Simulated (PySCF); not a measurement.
Species: C4H7F.
Z-matrix (Å and degrees, PBE0-D3(BJ)/def2-SVP geometry), rows numbered from 1:
```
C 
C   1  1.4914
C   2  1.3340  1  127.04
C   3  1.4850  2  130.08  1    -0.43
F   3  1.3458  2  118.43  1   179.70
H   1  1.1029  2  111.13  3   120.00
H   1  1.0989  2  112.79  3    -0.89
H   1  1.1027  2  111.02  3  -121.67
H   2  1.0951  1  117.55  3   179.72
H   4  1.1019  3  110.14  2  -120.27
H   4  1.1018  3  110.11  2   121.85
H   4  1.0962  3  112.00  2     0.77
```

The closed-shell ground state was solved at several levels (PySCF, density fitting, gas phase, non-relativistic).

| level | basis functions | total energy (Eh) | HOMO (eV) | LUMO (eV) | gap (eV) | dipole (D) |
| --- | --- | --- | --- | --- | --- | --- |
| PBE0/pcSseg-1 | 120 | -256.1468 | -6.82 | 0.79 | 7.61 | 1.75 |
| CAM-B3LYP/def2-SVPD | 159 | -256.1711 | -8.22 | 1.37 | 9.59 | 1.84 |
| B3LYP/pcJ-1 | 205 | -256.4794 | -6.60 | 0.54 | 7.14 | 1.72 |

(1) Estimate the row for PBE0/pcSseg-2, a basis of 278 functions; the other rows only guide the guess.

(2) Over all these levels, which gives the widest orbital gap and which the narrowest?

(3) How far do the dipole and the HOMO energy spread over the levels?

Results:

(1) Total energy -256.2755 Eh, HOMO -6.83 eV, LUMO 0.61 eV, gap 7.44 eV, dipole 1.76 D.

(2) CAM-B3LYP/def2-SVPD (range-separated hybrid) has the widest, 9.59 eV, and B3LYP/pcJ-1 (global hybrid, 20 % exact exchange) the narrowest, 7.14 eV. Functional and basis both differ between the two, so the spread mixes both effects.

(3) The dipole runs from 1.72 to 1.84 D (mean 1.77 D) and the HOMO from -8.22 to -6.60 eV.
